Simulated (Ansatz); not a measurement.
Molecule: CHCl2, charge 0, multiplicity 2. It need not be the lowest isomer of its formula. 
Coordinates optimised at B3LYP-D3(BJ)/def2-TZVP (Ansatz, a quantum-chemistry and plane-wave program):
```xyz
4

C      0.1584    -0.0036     0.6688
Cl    -0.0688     1.4728    -0.1507
Cl    -0.0358    -1.4714    -0.1744
H      0.8276    -0.0029     1.5147
```
Charge 0, spin multiplicity 2.

Basis-set convergence of Hartree-Fock and MP2 correlation energies (hartree) with Ansatz. Correlated levels leave the core frozen unless marked. Open shells are spin-unrestricted. Spin-orbit coupling is left out. No relativistic terms.

| basis | functions | E(HF) | E(corr, MP2) |
|---|---|---|---|
| aug-cc-pV(D+d)Z | 96 | -957.41627 | -0.41889 |
| aug-cc-pV(T+d)Z | 179 | [?] | [?] |

Q: Some entries are withheld; supply them.

A: 
- aug-cc-pV(T+d)Z, E(HF): -957.45353
- aug-cc-pV(T+d)Z, E(corr, MP2): -0.53028
